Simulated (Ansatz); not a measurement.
This Ansatz (an electronic-structure program) input (CCSD(T)/6-311++G(3df,3pd)) gives -559.37240 Eh with 86 basis functions. A basis named .json is the Basis Set Exchange file of that set (core-valence sets with the plain set on hydrogen).

Ansatz 0.2 input:
```yaml
crystal:
  periodic: [false, false, false]
  atoms:
    - {symbol: F, position_ang: [-0.00000000, -0.00000000, -1.07291806]}
    - {symbol: Cl, position_ang: [0.00000000, 0.00000000, 0.56801544]}
basis:
  gaussian:
    orbitals: 6-311++G_3df_3pd_.json
magnetization: {spin_polarized: false}
correlation: {method: ccsd_t, electrons: outside_noble_gas}
```

Change:
```diff
- orbitals: 6-311++G_3df_3pd_.json
+ orbitals: 6-31G
```

Q: What does the run give now?

A: -558.95736 Eh (CCSD(T)/6-31G, 22 functions), a change of +415.04 mEh.
